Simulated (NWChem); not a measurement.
Molecule: SiH₂, singlet; SMILES [SiH2]

Computed with NWChem. Pople sets run with spherical d functions. Low-valent species are run as closed-shell singlets; no triplet was tried in these runs. STO-3G and 3-21G are far too small for this property and stand as cheap habits. Coordinates come from a B3LYP/6-31G* (spherical d) optimisation. Vertical excitations in the gas phase; the lowest state need not have the same character in each row.

| level | basis functions | lowest excitation, singlet (eV) | oscillator strength of that lowest state | orbital gap (eV) | relative time |
|---|---|---|---|---|---|
| CAM-B3LYP/3-21G, TDA | 17 | 2.32 | 0.040 | 5.94 | 1 |
| CAM-B3LYP/6-31G*, TDA | 22 | 2.48 | 0.035 | 6.15 | 2 |
| CAM-B3LYP/6-31+G*, TDA | 26 | 2.48 | 0.034 | 6.10 | 3 |
| CAM-B3LYP/def2-SVP, TDA | 28 | 2.49 | 0.031 | 6.21 | 2 |
| CAM-B3LYP/def2-SVPD, TDA | 40 | 2.46 | 0.022 | 6.21 | 6 |
| CAM-B3LYP/def2-TZVP, TDA | 49 | 2.46 | 0.023 | 6.18 | 9 |
| CAM-B3LYP/aug-cc-pVDZ, TDA | 45 | 2.42 | 0.022 | 6.11 | 10 |
| CAM-B3LYP/def2-TZVPD, TDA | 61 | 2.46 | 0.022 | 6.18 | 10 |

The last column is a rough cost ratio, cheapest run = 1.
